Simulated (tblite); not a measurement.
H4OSSi.
Bonds: O1–Si2, Si2–S3. Hydrogens: H4 on O1; H5, H6 on Si2; H7 on S3.

A start from a force field or distance geometry was refined with tblite 0.8.0, GFN2-xTB geometry optimisation, gas phase. Values at the start:

```
coordinate    start
    O1–Si2  1.647 Å
     O1–H4  0.978 Å
    Si2–S3  2.143 Å
    Si2–H5  1.465 Å
    Si2–H6  1.488 Å
     S3–H7  1.332 Å
 O1–Si2–S3   105.8°
 O1–Si2–H5   109.9°
 O1–Si2–H6   109.9°
 Si2–O1–H4   115.2°
 Si2–S3–H7    96.1°
 S3–Si2–H5   110.1°
 S3–Si2–H6   109.2°
 H5–Si2–H6   111.7°
```

Question: How do these coordinates change at the GFN2-xTB level?

Answer: 
```
coordinate  GFN2-xTB (Å or °)  change
    Si2–H6              1.448  -0.040
    O1–Si2              1.619  -0.028
     O1–H4              0.954  -0.024
    Si2–S3              2.157  +0.014
    Si2–H5              1.451  -0.014
     S3–H7              1.325  -0.007
 Si2–O1–H4              123.6    +8.4
 O1–Si2–H6              102.2    -7.7
 S3–Si2–H5              102.7    -7.4
 H5–Si2–H6              117.9    +6.2
 O1–Si2–S3              110.8    +5.0
 O1–Si2–H5              113.5    +3.6
 S3–Si2–H6              109.9    +0.7
 Si2–S3–H7               96.2    +0.1
```

The energy falls by 0.104 eV over 38 L-BFGS steps, the largest force on an atom goes from 0.95 to 0.010 eV/Å, and the atoms move by 0.133 Å rms after alignment. The bond that changes most is Si2–H6 (oxygen-bound silicon to Si–H hydrogen), which shortens by 0.040 Å. Bonds longer at the end by more than 0.005 Å: 1 of 6; shorter: 5. Among the dihedrals that turn most is O1–Si2–S3–H7, from 67° to 54°. Rotational constants go from 16568, 4103, 3513 to 18302, 3904, 3417 MHz.

On Arm Neoverse N1, one thread, no GPU, shared host, this took 0.2 s wall.

Its GFN2-xTB frequencies are all real (lowest 138 cm⁻¹). One conformer, not necessarily the lowest.

These are computed values.
